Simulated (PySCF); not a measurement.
[AlFH3]- (charge -1).
SMILES: `[H][Al-]([H])([H])[F]`

The closed-shell ground state was solved at several levels (PySCF, density fitting, gas phase, non-relativistic). Isolated species at its PBE0-D3(BJ)/def2-SVP geometry, gas phase. The geometry's basis has no diffuse functions, a weakness for an anion. No diffuse functions stand in pcSseg-1 (pcSseg-2 on Al), which bears on an anion's orbital energies.

| level | basis functions | total energy (Eh) | HOMO (eV) | LUMO (eV) | gap (eV) |
| --- | --- | --- | --- | --- | --- |
| PBE0/pcSseg-1 (pcSseg-2 on Al) | 75 | -343.9661 | -2.18 | 5.18 | 7.36 |
| B3LYP/pcSseg-1 (pcSseg-2 on Al) | 75 | -344.2185 | -1.98 | 4.94 | 6.92 |
| PBE/pcSseg-1 (pcSseg-2 on Al) | 75 | -343.9398 | -0.87 | 4.56 | 5.43 |

Estimate the row for wB97X-D/def2-SVPD, a basis of 71 functions; the other rows only guide the guess.

Total energy -344.0038 Eh, HOMO -4.22 eV, LUMO 5.32 eV, gap 9.54 eV.

Over all these levels, which gives the widest orbital gap and which the narrowest?

wB97X-D/def2-SVPD (range-separated hybrid) has the widest, 9.54 eV, and PBE/pcSseg-1 (pcSseg-2 on Al) (GGA) the narrowest, 5.43 eV. Functional and basis both differ between the two, so the spread mixes both effects.

In the pcSseg-1 (pcSseg-2 on Al) basis, how does the gap go with the fixed share of exact exchange?

PBE (0 %) 5.43 eV; B3LYP (20 %) 6.92 eV; PBE0 (25 %) 7.36 eV. Each rise in the share widens the gap here.

The pairwise dispersion term of wB97X-D wasn't added to the energies; at a given geometry it leaves orbitals and properties as they are.
